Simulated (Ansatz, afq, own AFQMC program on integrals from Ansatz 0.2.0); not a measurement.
Two steps: Ansatz 0.2.0 writes the Fock matrix and Cholesky factors of the valence space, and afq projects on them the lowest state that overlaps trial and start.

```yaml
crystal:
  periodic: [false, false, false]
  atoms:
    - {symbol: Si, position_ang: [0.000000, -0.083231, 0.527232]}
    - {symbol: C, position_ang: [0.000000, 0.076222, -1.305753]}
    - {symbol: H, position_ang: [0.000000, 1.410897, 0.868536]}
basis:
  gaussian: {orbitals: cc-pVDZ}
magnetization: {spin_polarized: true, initial_magnetization: 3}
correlation: {method: ccsd_t, electrons: outside_noble_gas, hamiltonian_folder: ham}
```

```sh
$ ansatz run in.yaml --threads 1 --pin off --events-out ev --progress --plain --max-ram 16896MiB --backend cuda --devices 0, --max-vram 18GiB
```

afq runs on the folder ham with

```
--method phaseless --trial cisd --walkers 4000 --populations 20 --least-time 60 --time-step 0.005 --steps-per-block 50 --equilibration-blocks 28 --max-blocks 4000 --target-error 0.00018 --factor-cut 1e-05 --start spin_pure --seed 9079 --release-times 0.24,0.51,0.99,1.62,2.4 --release-step 0.03 --release-every 3 --taylor-order 6
```

Times are imaginary, in 1/Eh. The walk had a cap of 122 s. With eight or more populations the least sampling time is a fifth of least-time, and the error comes from their spread.

```
orbitals 31  electrons 6 3  factors 228 of 361
reference energy -327.19205250 Eh
CCSD correlation -0.17829767 Eh in 15 cycles, weight of the determinant in the CISD state 0.8448
energy of the start -327.370009 Eh
 block  time / (1/Eh)  mean weight  energy / Eh
     1     0.250  0.9997  -327.368323
     2     0.500  1.0000  -327.369272
     3     0.750  0.9998  -327.370658
     4     1.000  0.9999  -327.372061
     5     1.250  1.0000  -327.372910
    12     3.000  0.9997  -327.376596
    19     4.750  1.0001  -327.376847
    25     6.250  1.0002  -327.376634
    26     6.500  1.0001  -327.376653
    33     8.250  1.0001  -327.378147
    40    10.000  1.0001  -327.377393
    47    11.750  0.9998  -327.377192
    54    13.500  1.0001  -327.378191
    61    15.250  1.0001  -327.378484
    68    17.000  1.0000  -327.377753
    75    18.750  1.0000  -327.379056
    77    19.250  0.9999  -327.379483
    78    19.500  0.9999  -327.377930
error from the spread of 20 populations
released: time / (1/Eh)  energy / Eh  error  mean overlap
  0.24  -327.378261  0.000101  0.9971
  0.51  -327.378383  0.000092  0.9946
  0.99  -327.378430  0.000087  0.9984
  1.62  -327.378572  0.000126  0.9967
  2.40  -327.378567  0.000134  1.0012
energy -327.377995 +/- 0.000122 Eh
(rows thinned)
```

(1) Estimate how long the walk took on 1 × NVIDIA H100 80GB HBM3 with 2 threads of AMD EPYC 7R13 Processor (Zen 3), with other jobs on the host (the card was shared).

The run passed its tests (sampling time, drift between the halves within three errors, error under three times the target), which doesn't prove that it has relaxed. The second half of the sampling lies below the first by 2.5 errors of their difference, so the energy may still be moving and its error bar be too small.

Against this walk (error 3.3 meV) on the same determinant: CCSD(T) 39.8 meV higher, CCSDT(Q) 27.2 meV lower, CCSDTQ 27.5 meV lower. The error is statistical and leaves out the bias of the constraint. Released to 2.40 1/Eh the energy lies 16 ± 5 meV (both errors) below the phaseless value, which shows part or all of the bias of the constraint, and CCSDTQ lies 12.0 meV below the released value. CCSDTQ is the surest value here, so the walk's 28 meV above it is most likely the bias of the constraint with this trial, which can have either sign.

Cautions: constraint bias not in the error; another spin lies lower; an unrestricted solution with more broken spin lies lower (29 meV, ⟨S²⟩ 3.94); raised T1 diagnostic (T1 0.048, weight of the determinant 0.84, largest double 0.09); released walk and highest rung disagree (by 12 meV at 2.40 1/Eh).

Answers

(1) 48 s of wall time.

CCSDT and higher add their correlation energy to the determinant of the CCSD(T) run, since their own runs factorise the integrals more tightly (a shift of under 2 meV). A walk keeps the symmetry of its determinant, which the program's search chose and which needn't be the lowest solution, so a lower state of the same spin and another symmetry isn't excluded.
